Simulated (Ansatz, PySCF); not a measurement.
Species: PH$_{2}$ (charge 0, doublet). SMILES: [PH2]
Geometry: optimised at B3LYP-D3(BJ)/def2-TZVP (Ansatz, an electronic-structure program).


Property: enthalpy of formation at 298 K (from the atomisation energy, B3LYP-D3(BJ)/def2-TZVP harmonic zero-point and thermal terms from PySCF, and the atoms' enthalpies of formation in the G2/97 table; no spin-orbit terms, and no core term in the frozen-core levels), in kcal/mol. Valence correlation only, unless marked. Open shells are spin-unrestricted. Spin-orbit coupling is left out. Non-relativistic. The coupled-cluster limit lacks core correlation, which all-electron functionals hold. CBS(X,Y): correlation extrapolated as X^-3; Hartree-Fock from the larger set (for Q and 5 zeta extrapolated as (X+1)exp(-9√X)).

Measured: 33.1 kcal/mol (G2/97 table in ASE (Curtiss et al.)); it holds spin-orbit and relativistic effects, which these rows lack, and core correlation, which the frozen-core levels lack. This is an older compilation, not checked against later work.

| level | program | enthalpy of formation at 298 K (kcal/mol) | error against measurement |
|---|---|---|---|
| BLYP-D4/def2-TZVPD | Ansatz + dftd4 | 27.7 | -5.4 |
| r2SCANh/def2-TZVPD | Ansatz | 31.3 | -1.8 |
| HSE06/def2-TZVPD | Ansatz | 33.0 | -0.1 |
| CAM-B3LYP-D3(BJ)/def2-TZVPD | Ansatz + dftd3 | 27.6 | -5.5 |
| MP2/CBS(def2-TZVPPD,def2-QZVPPD) | Ansatz | 38.8 | 5.7 |
| CCSD/CBS(def2-TZVPP,def2-QZVPP) | Ansatz | 33.1 | 0.0 |
| CCSD(T)/CBS(cc-pV(Q+d)Z,cc-pV(5+d)Z) | Ansatz | 32.1 | -1.0 |
